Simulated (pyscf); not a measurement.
H₃C–N(CH₃)–AlH₂ + H₂O → H₃C–N(CH₃)–AlH–OH + H₂, a four-centre exchange (singlet surface; Al–H, H–O broken, Al–O, H–H formed). Optimised with ωB97X-D3(BJ)/def2-SVP in PySCF. Energies in kcal/mol from the separated reactants.

Small-basis levels: PySCF, no dispersion term, spherical d functions. AM1 to PM7: differences of heats of formation from MOPAC. GFN2-xTB: tblite. Cost: rough CPU time at the saddle relative to B3LYP/6-31G*, from one job on a shared machine.

```csv
level,barrier,reaction energy,cost
HF/STO-3G,15.6,-20.3,0.04
HF/3-21G,-1.9,-36.2,0.06
SVWN5/6-31G*,-16.6,-28.9,1
BP86/6-31G*,-4.5,-28.1,1
PBE/6-31G*,-6.2,-28.1,1
B3LYP/3-21G,-16.8,-40.1,0.7
B3LYP/6-31G*,-1.0,-29.0,1
M06-2X/6-31G*,-3.6,-30.7,3
B3LYP/6-311+G**,4.1,-23.5,2
B3LYP/def2-SVP,-4.5,-27.5,1
GFN2-xTB,-11.3,-28.1,under 0.02
PM3,5.6,-59.0,under 0.02
ωB97M-D3(BJ)/def2-TZVP,-1.3,-27.6,–
```

Against the last row the barrier runs from -15.5 (B3LYP/3-21G) to +16.9 kcal/mol (HF/STO-3G). ωB97M-D3(BJ)/def2-TZVP has limits of its own. On the reactant side the descent ends in an adduct with a Al–O contact, 17.2 kcal/mol under the separated species and 15.1 kcal/mol under the saddle at ωB97X-D3(BJ)/def2-TZVP. At ωB97M-D3(BJ) the saddle lies under the separated reactants, which points to a path from their complex (located at ωB97X-D3(BJ) alone). What is counted as formed (Al–O) is already present as a longer contact in the reactant adduct; forming that adduct is a step of its own. At the saddle there is also a short Al–H contact that neither side keeps. H₃C–N(CH₃)–AlH₂ lies 36.8 kcal/mol over its isomer H₃C–Al(CH₃)–NH₂, and others may lie lower still (electronic energy, ωB97M-D3(BJ)). This is the saddle that the search found; another between the same sides may lie lower.
